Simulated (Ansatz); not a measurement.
## HBN, quartet: the ladder up to UCCSDT(Q)

Geometry: a point of a stretch scan, not a stationary point.

```tsv
atom	x (Å)	y (Å)	z (Å)
B	0.0000	-0.1807	0.7764
N	0.0000	0.0919	-0.7016
H	0.0000	0.6614	1.4218
```

Basis cc-pVDZ; Ansatz 0.2.0. Only valence electrons are correlated (noble-gas cores frozen), which leaves 9 electrons in 31 orbitals. Prefix R: restricted or restricted open-shell reference; prefix U: unrestricted. Active spaces: valence = (9e, 9o) chosen from the atoms' valence shells.

Full CI isn't at hand for all of this; UCCSDT(Q) serves as the reference, and is uncertain by about the last step of the cluster series. The frozen core follows each run's orbitals, which can shift R against U totals by a few meV.

For open shells CISD is restricted-active-space CI with the open shells as a complete middle space.

```
UHF ⟨S²⟩                          : 3.760
T1 diagnostic (RCCSD)             : 0.0228
largest doubles amplitude (RCCSD) : 0.033
T1 diagnostic (UCCSD)             : 0.0208
```

Q: From what is known of these methods and the diagnostics, rank them by the size of their error in total energy against UCCSDT(Q) in cc-pVDZ, smallest first (an estimate: the text doesn't fix the numbers).
A. RCCSDT
B. MRCISD (valence space)
C. UCCSD(T)
D. RHF
E. NEVPT2 (valence space)

A: A (7 meV), C (29 meV), B (192 meV), E (817 meV), D (5150 meV).

All errors are against UCCSDT(Q) in cc-pVDZ. Within each family the higher level lies nearer, as is usual though not guaranteed.

Natural occupations of CASSCF (valence space) about the gap: 1.990 1.987 1.973 1.001 0.999 0.996 0.025 0.017 0.012; effectively unpaired electrons, Σ n²(2−n)², 3.01.
